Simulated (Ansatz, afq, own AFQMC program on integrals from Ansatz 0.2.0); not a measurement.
# Where AFQMC and coupled cluster stand for TiH, quartet

```xyz
2

Ti    0.0000    0.0000    0.0000
H     0.0000    0.0000    1.7540
```

Basis def2-TZVP. Noble-gas cores (and the filled d shells of Ga–Kr and In–Xe) are frozen. Ansatz 0.2.0 and our own AFQMC program on the same integrals; the CISD trial comes from CCSD amplitudes, and released means the phaseless constraint is let go. Error bars are statistical, one sigma. The metal's outer-core s and p shells are frozen, which shifts wave-function levels against functionals.

Determinant: UHF, the one that the program's search chose, which needn't be the lowest solution. The geometry is a point of a scan.

Full CI on the same integrals is exact in this basis and with this determinant's frozen core.

Cautions: no relativity below Rb; outer-core shells of the metal frozen; lower spins were not checked; strong correlation (T1 0.058, weight of the determinant 0.92, largest double 0.07); the released energies have errors that jump between times, so the bars are unsure, so no released level is given (meV from the phaseless value at times in 1/Eh: -21 ± 9 at 0.60, -12.9 ± 0.9 at 1.20, -17.3 ± 2.2 at 2.00, -15.8 ± 1.7 at 3.00, -17.7 ± 2.4 at 4.20), though the last usable value meets full CI within the noise.

The T1 diagnostic is 0.0579 and the weight of the determinant in the CISD state is 0.921. The ⟨S²⟩ of the determinant is 3.756 and the size of the correlated space is 5 electrons in 42 orbitals.

```json
{"level": "MP2", "correlation energy (eV)": "-1.1498"}
{"level": "CCSD", "correlation energy (eV)": "-1.5690"}
{"level": "CCSD(T)", "correlation energy (eV)": "-1.6088"}
```

Estimate where phaseless AFQMC with the Hartree–Fock trial lies against CCSD(T) on the same integrals.

1.02 ± 0.24 kcal/mol above CCSD(T).

Reference: full CI, correlation energy -1.632 eV.

```json
{"level": "CCSD(T)", "E − E(reference) (kcal/mol)": "0.54", "share of correlation (%)": "98.58"}
{"level": "CCSDT", "E − E(reference) (kcal/mol)": "0.03", "share of correlation (%)": "99.93"}
{"level": "CCSDT(Q)", "E − E(reference) (kcal/mol)": "0.00", "share of correlation (%)": "99.99"}
{"level": "CCSDTQ", "E − E(reference) (kcal/mol)": "0.00", "share of correlation (%)": "100.00"}
{"level": "ph-AFQMC/HF", "E − E(reference) (kcal/mol)": "1.56 ± 0.24", "share of correlation (%)": "95.86"}
{"level": "ph-AFQMC/CISD", "E − E(reference) (kcal/mol)": "0.52 ± 0.07", "share of correlation (%)": "98.63"}
```

CCSDT and higher add their correlation energy to the determinant of the CCSD(T) run, since their own runs factorise the integrals more tightly (a shift of under 2 meV).
